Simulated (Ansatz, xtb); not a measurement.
## Relative energy of two isomers of C2H3F3O

Structure X is `OC(F)(F)CF`, a singlet and structure Y is `COC(F)(F)F`, a singlet. Both are isolated molecules in the gas phase, relaxed with PBE-D3(BJ)/def2-SVP; the shapes shown needn't be the lowest conformers.

X (Å):

```
atom    x (Å)    y (Å)    z (Å)
   C  -1.7780  -1.3915   0.3658
   C  -0.7386  -2.4424  -0.0075
   F  -2.9861  -1.6702  -0.2247
   F  -2.0015  -1.4993   1.7250
   F  -0.5209  -2.4534  -1.3631
   O  -1.3578  -0.1454   0.0325
   H  -2.1065   0.4681   0.1766
   H   0.2045  -2.2068   0.5307
   H  -1.1185  -3.4305   0.3296
```

Y (Å):

```xyz
9

C    -1.6807   -1.0817   -0.8675
C    -1.0052   -2.2132    1.0841
F    -0.9419   -1.0798    1.8317
F    -0.0788   -3.0666    1.5281
F    -2.2324   -2.7523    1.3092
O    -0.7737   -1.9832   -0.2237
H    -1.3483   -1.0108   -1.9180
H    -1.6428   -0.0781   -0.3961
H    -2.7189   -1.4711   -0.8307
```

Quicker runs give these differences E(Y) − E(X): GFN2-xTB −6.12 kcal/mol; HF/STO-3G −15.77 kcal/mol (at GFN2-xTB geometries); r2SCAN-D4/def2-SVP −5.18 kcal/mol (at GFN2-xTB geometries).

**Question.** Estimate E(Y) − E(X) at the level CCSD(T)/def2-SVP + ΔMP2/def2-TZVPP.

**Answer.** Too close to call at this level: CCSD(T)/def2-SVP + ΔMP2/def2-TZVPP gives E(Y) − E(X) = −0.63 kcal/mol.

Level by level:

```json
{"level": "GFN2-xTB", "geometry": "GFN2-xTB", "E(Y) − E(X) (kcal/mol)": "−6.12", "departure from the last row (kcal/mol)": "−5.49", "job, with rough time for the two": "optimisation, 0.27 s"}
{"level": "HF/STO-3G", "geometry": "GFN2-xTB", "E(Y) − E(X) (kcal/mol)": "−15.77", "departure from the last row (kcal/mol)": "−15.13", "job, with rough time for the two": "single point, 0.76 s"}
{"level": "r2SCAN-D4/def2-SVP", "geometry": "GFN2-xTB", "E(Y) − E(X) (kcal/mol)": "−5.18", "departure from the last row (kcal/mol)": "−4.55", "job, with rough time for the two": "single point, 5.1 s"}
{"level": "PBE-D3(BJ)/def2-SVP", "geometry": "PBE-D3(BJ)/def2-SVP", "E(Y) − E(X) (kcal/mol)": "−4.59", "departure from the last row (kcal/mol)": "−3.96", "job, with rough time for the two": "optimisation, 33 s"}
{"level": "HF/def2-SVP", "geometry": "PBE-D3(BJ)/def2-SVP", "E(Y) − E(X) (kcal/mol)": "−4.62", "departure from the last row (kcal/mol)": "−3.99", "job, with rough time for the two": "part of the CCSD(T) run"}
{"level": "MP2/def2-SVP", "geometry": "PBE-D3(BJ)/def2-SVP", "E(Y) − E(X) (kcal/mol)": "−4.16", "departure from the last row (kcal/mol)": "−3.53", "job, with rough time for the two": "part of the CCSD(T) run"}
{"level": "CCSD(T)/def2-SVP", "geometry": "PBE-D3(BJ)/def2-SVP", "E(Y) − E(X) (kcal/mol)": "−4.16", "departure from the last row (kcal/mol)": "−3.52", "job, with rough time for the two": "single point"}
{"level": "CCSD(T)/def2-SVP + ΔMP2/def2-TZVPP", "geometry": "PBE-D3(BJ)/def2-SVP", "E(Y) − E(X) (kcal/mol)": "−0.63", "departure from the last row (kcal/mol)": "", "job, with rough time for the two": "single point, 59 s"}
```

As drawn, Y has 1 C–O, 1 C–H in place of 1 C–C, 1 O–H.

The largest departure from CCSD(T)/def2-SVP + ΔMP2/def2-TZVPP is that of HF/STO-3G, 15.13 kcal/mol. The last row adds to CCSD(T) the change of the MP2 difference between the two basis sets, here +3.52 kcal/mol, a large step that makes the value less sure.

With harmonic frequencies from PBE-D3(BJ)/def2-SVP (ideal gas, rigid rotor, one conformer each, 298.15 K, 1 atm): on the last row, ΔE + ΔZPE = −0.77, ΔH = −0.79, ΔG = −0.85 kcal/mol.

The correlated steps freeze 6 core orbitals. Mirror images aren't counted in ΔG. Programs: Ansatz 0.2.0, xtb 6.7.1; the last row on 2 threads of Intel(R) Xeon(R) Processor @ 2.50GHz (Skylake/Cascade Lake) on a shared host.
